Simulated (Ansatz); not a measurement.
# Cost against result

The pair of NH4⁺ (SMILES [NH4+], atoms 1–5) and SiH3Cl (SMILES [SiH3]Cl, atoms 6–10), both closed shells, in one local arrangement (a lower one may exist), relaxed at PBE0-D4/def2-TZVP:

```
10
angstrom
N -0.0348 -0.1425 -2.2135
H -0.3223 -1.1220 -2.2256
H 0.0148 0.2051 -1.2249
H -0.7136 0.4152 -2.7345
H 0.8833 -0.0533 -2.6518
Si 0.0220 0.0379 2.3687
Cl 0.1603 1.1994 0.6064
H 1.0357 -1.0258 2.2240
H -1.3541 -0.4953 2.3883
H 0.3086 0.9814 3.4627
```

Interaction energies are counterpoise-corrected; the time is that of the whole pair.

Ansatz 0.2.0; basis: as named in each row; cores frozen in the correlated methods. B3LYP uses VWN-RPA correlation. Extrapolation: Hartree–Fock as exp(−7.88 √X), correlation as X^−2.97.

Times are rough, for one single point on 4 threads of a shared host (Arm Neoverse V1).

The estimate by CCSD(T) at an estimated basis limit (MP2 extrapolated from triple and quadruple zeta, plus CCSD(T) − MP2 in triple zeta) is -0.556 eV.

```
   method        basis  time (s)  interaction energy (eV)  method less estimate
       HF       STO-3G   under 1                   -0.710                -0.154
   PBE-D4       STO-3G   under 1                   -0.928                -0.372
    SPW92     def2-SVP   under 1                   -0.749                -0.194
 B3LYP-D4        6-31G   under 1                   -0.631                -0.076
   PBE-D4     def2-SVP   under 1                   -0.642                -0.087
  PBE0-D4     def2-SVP   under 1                   -0.621                -0.066
  CCSD(T)     def2-SVP         1                   -0.483                 0.072
   PBE-D4  def2-TZVPPD         2                   -0.618                -0.063
revPBE-D4  def2-TZVPPD         2                   -0.579                -0.023
  BLYP-D4  def2-TZVPPD         2                   -0.590                -0.034
  PBE0-D4  def2-TZVPPD         3                   -0.599                -0.043
 B3LYP-D4  def2-TZVPPD         3                   -0.588                -0.032
 HSE06-D4  def2-TZVPPD         3                   -0.599                -0.043
  wB97M-V     def2-SVP         3                   -0.598                -0.042
r2SCAN-D4  def2-TZVPPD         4                   -0.575                -0.019
   B2PLYP  def2-TZVPPD         5                   -0.542                 0.013
  wB97X-V  def2-TZVPPD         6                   -0.560                -0.004
   B97M-V  def2-TZVPPD         8                   -0.545                 0.010
  wB97M-V  def2-TZVPPD         8                   -0.557                -0.002
      MP2  def2-QZVPPD        15                   -0.560                -0.004
  CCSD(T)  def2-TZVPPD        79                   -0.527                 0.029
```

No T1 diagnostic of these runs exceeds 0.009.
